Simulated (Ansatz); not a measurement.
System: PH3, charge 0, singlet. PH3 (phosphane, SMILES P).
B3LYP-D3(BJ)/def2-TZVP minimum from Ansatz (a first-principles code):
```xyz
4

P      0.0029     0.0016     0.1282
H     -0.0038     1.1839    -0.6561
H      1.0120    -0.6137    -0.6568
H     -1.0521    -0.5944    -0.6098
```

Hartree-Fock and CCSD correlation energies in hartree (Ansatz). Radicals and triplets start from unrestricted determinants; spin-orbit coupling is neglected. Cores are frozen in correlated methods. No relativity.

| basis | X | E(HF) | E(corr, CCSD) |
|---|---|---|---|
| cc-pV(T+d)Z | 3 | -342.48995 | -0.19854 |
| cc-pV(Q+d)Z | 4 | -342.49365 | -0.20830 |
| cc-pV(5+d)Z | 5 | -342.49439 | withheld |

### Question
Fit E(corr) = E∞ + A/X³ to X = 3 and 4, predict X = 5, and compare with the run.

### Answer
A = (-0.19854 - (-0.20830))/(1/27 - 1/64) = 0.4558; E∞ = -0.20830 - A/64 = -0.21542; at X = 5, E∞ + A/125 = -0.21178. The run gave -0.21136, 0.42 mEh above the prediction. The same form on X = 4 and 5 gives E∞ = -0.21457, 0.85 mEh above the first estimate.
